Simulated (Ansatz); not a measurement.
**HB–Ga–F, triplet in cc-pVDZ: errors against UCCSDT(Q)**

Geometry: displaced at random from a stationary point.

```xyz
4

B    -0.0078   -0.2932    1.9873
Ga   -0.0086    0.0692    0.0999
F     0.0394   -0.0964   -1.6588
H    -0.0634    0.1791    3.0401
```

Basis cc-pVDZ; Ansatz 0.2.0. Only valence electrons are correlated (noble-gas cores and the filled d shells of p-block atoms frozen), which leaves 14 electrons in 44 orbitals. Prefix R: restricted or restricted open-shell reference; prefix U: unrestricted. No spin–orbit coupling is included, and no scalar relativity.

Full CI isn't at hand for all of this; UCCSDT(Q) serves as the reference, and is uncertain by the last step of the cluster series or more. The frozen core follows each run's orbitals, which can shift R against U totals by a few meV for light atoms and by up to 0.1 eV past Ca.

The UHF ⟨S²⟩ is 2.024 and the T1 diagnostic (RCCSD) is 0.0221. The largest doubles amplitude (RCCSD) is 0.060 and the T1 diagnostic (UCCSD) is 0.0202.

| level | E − E(UHF) (eV) |
| --- | --- |
| UMP2 | -8.1667 |
| UCCSD | -8.7505 |
| UCCSD(T) | -8.9648 |

(1) Estimate how far UCCSDT(Q) in cc-pVDZ lies from UCCSD(T). The table doesn't fix it; the size of (T) and the diagnostics are the guide.

(1) UCCSDT(Q) in cc-pVDZ lies 5.6 kJ/mol below UCCSD(T), which is 27 % of the (T) step (-20.7 kJ/mol). The diagnostics give no warning, yet the rest is a sizeable part of (T). The miss exceeds 1 kcal/mol.

The other levels:

```
 level  E − E(UCCSDT(Q)) (kJ/mol)  wall time
UCCSDT                        2.4          –
```

Run but not shown, since their state, orbitals or frozen core can't be matched to the reference's or they repeat it: RHF, RMP2, RCCSD, RCCSD(T), BCCD(T), RCCSDT, RCCSDT(Q).
